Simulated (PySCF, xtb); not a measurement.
formamide cation (CH3NO), SMILES NC=O (connectivity only; charge and spin as stated), charge +1, multiplicity 2.

Coordinates come from a B3LYP-D3(BJ)/def2-TZVP optimisation. The spin state was assumed, not searched. The values are those of a single conformer.

Calculation: C-PCM-B3LYP/def2-SVP run with PySCF.

The values are the electrostatic part of the solvation free energy, E(continuum) − E(gas) at the gas-phase geometry, in a cavity of scaled van der Waals radii (PySCF's table); cavitation and dispersion terms are not included.

| solvent | ε | ΔG(elec) (kcal/mol) |
|---|---|---|
| water | 78.36 | -72.8 |
| toluene | 2.37 | -42.5 |
| acetonitrile | 35.69 | (withheld) |

**Question.** Some entries are withheld; supply them. (The exact figures need the calculation; the answer reports its results.)

**Answer.** 
- acetonitrile, ΔG(elec) (kcal/mol): -71.7

For comparison, GFN2-xTB/ALPB(water) (xtb, at the GFN2-xTB geometry, all terms of that model) gives -77.1 kcal/mol.
